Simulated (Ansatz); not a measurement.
System: 2H WSe2. Method: PBEsol in Ansatz (plane waves, PAW).

Settings: plane-wave cutoff 500 eV, 18×18×4 k mesh (along the axes of the cell as run), gaussian smearing 0.02 eV, no spin polarisation, scalar-relativistic PAW data made under PBE.

Computed at the level's own relaxed cell.

Task: Predict the volume per atom, lattice parameter a, lattice parameter c and band gap.

Result: 
- volume per atom: 20.41 Å³/atom
- lattice parameter a: 3.271 Å
- lattice parameter c: 13.217 Å
- band gap: 1.04 eV (on the SCF k mesh)

Measured, for comparison: band gap 1.2 eV (room temperature, no zero-point or thermal correction, bulk 2H; as tabulated in Bastos et al. (2019), arXiv:1903.08112); lattice constant a 3.282 Å, lattice parameter c 12.96 Å (300 K, no zero-point or thermal correction; as tabulated in arXiv:1605.07067). Computed (rounded) less measured: lattice constant a -0.3 %, lattice parameter c +2.0 %. A static lattice is as a rule a little smaller and stiffer than an uncorrected measurement, which narrows the difference in the lattice constant a and would widen misses of the other sign.

Note: the cell comes from a level without a dispersion term, which matters for the spacing of layers, chains or molecules; the cell has widely spaced layers and the level no dispersion term, so their spacing and the moduli can rest on weak binding.

Spin–orbit coupling is not included.

Computed values are for the static lattice.

Ansatz is a quantum-chemistry and plane-wave program.
